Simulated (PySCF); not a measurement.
Gas-phase reaction: 2 BCl2OH ⇌ BOCl + BCl3 + H2O. Level: ωB97X-V/def2-TZVP†; standard pressure 1 bar.

Computed with PySCF and rigid-rotor harmonic-oscillator thermochemistry at 1 bar. † marks an energy on the PBE0/def2-TZVP geometry and frequencies. All species are closed-shell singlets. BCl2OH: computed as isolated molecules; such fragments, hydroxides, amides, oligomers or adducts are transient or little studied in the gas. The harmonic model lacks anharmonicity and excited electronic states, which grow with temperature; levels with a mode under 35 cm⁻¹ are left out. Internal rotation in BCl2OH is treated as a harmonic vibration of one conformer, which makes the entropy rough.

| T (K) | 1000/T (1/K) | log10 K |
|---|---|---|
| 500 | 2.0000 | -17.06 |
| 600 | 1.6667 | -13.13 |
| 800 | 1.2500 | -8.24 |
| 1000 | 1.0000 | -5.33 |
| 1200 | 0.8333 | ? |
| 1400 | 0.7143 | -2.06 |

Problem. Fit log10 K = a + b·(1000/T) to the five rows, get the mean ΔH° and ΔS°, and predict log10 K at 1200 K.

Solution. Means: 1000/T = 1.3262, log10 K = -9.164. Sums of products about the means: Sxy = -12.33874, Sxx = 1.056581, so b = Sxy/Sxx = -11.68 and a = -9.164 − (-11.68)×1.3262 = 6.33.
ΔH° = −R ln 10 × 1000 K × b = −19.145 × (-11.68) = 224 kJ; ΔS° = R ln 10 × a = 121 J/K. The run's own values go from 226 kJ and 125 J/K at 500 K to 217 kJ and 116 J/K at 1400 K.
Prediction at 1200 K: 6.33 + (-11.68)×0.8333 = -3.40. The computed value is -3.41, 0.01 from the line.
For scale, ΔH°(298 K) is 225 kJ at this level, 221 kJ at ωB97M-V/def2-TZVP†, and runs from 140 to 254 kJ over the 20 levels computed.
